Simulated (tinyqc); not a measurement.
Starting guesses with plain Roothaan steps: SCF starting guesses in the sto-3g basis, for NH3+, spin multiplicity 2. Computed by the program tinyqc with PySCF. UHF with one setting changed at a time; a run stops when the energy changes by less than 1e-09 hartree and the error matrix is below 1e-5. Starts: the lowest orbitals of the core Hamiltonian, of the Wolfsberg-Helmholz matrix (K = 1.75), projected atomic densities, random orbitals, and the highest orbitals of the core Hamiltonian (a deliberately bad start).

Geometry (angstrom):
```
atom        x        y       z
N      0.0000   0.0000  0.2210
H      1.0300   0.0000  0.0000
H     -0.5150   0.8920  0.0000
H     -0.5150  -0.8920  0.0000
```

lowest solution found by these runs and by PySCF with stability checks = -55.200829 hartree

Largest element of the error matrix X^T (FDS - SDF) X:
```
iteration     core  Wolfsberg-Helmholz  atomic densities   random  highest core orbitals
1          3.7e-01             2.1e-01           5.3e-01  7.3e+00                1.2e-01
2          5.6e-02             3.6e-02           7.9e-02  3.0e-01                3.7e-01
3          1.1e-02             1.1e-02           1.4e-02  7.9e-02                2.1e-01
4          4.6e-03             4.1e-03           5.3e-03  5.4e-02                4.3e-02
5          2.2e-03             2.2e-03           3.2e-03  3.6e-02                2.4e-02
6          1.1e-03             1.3e-03           2.0e-03  2.3e-02                1.1e-02
8          4.9e-04             5.4e-04           8.6e-04  9.9e-03                3.4e-03
10         2.1e-04             2.3e-04           3.6e-04  4.2e-03                1.2e-03
14         3.9e-05             4.2e-05           6.5e-05  7.6e-04                2.0e-04
20               -                   -           5.1e-06  5.9e-05                1.4e-05
```

How each run ends:
```
run                    iterations  E (hartree)         state
core                           19   -55.200829  lowest found
Wolfsberg-Helmholz             19   -55.200829  lowest found
atomic densities               20   -55.200829  lowest found
random                         25   -55.200829  lowest found
highest core orbitals          22   -55.200829  lowest found
```

What does the comparison show, and why?

5 of 5 runs reach the lowest solution found, in 19 to 25 iterations (fastest: core, Wolfsberg-Helmholz). The first errors are 4e-01, 2e-01, 5e-01, 7e+00, 1e-01; the deliberately bad start has the smallest one, so a small first error does not mark a good start.
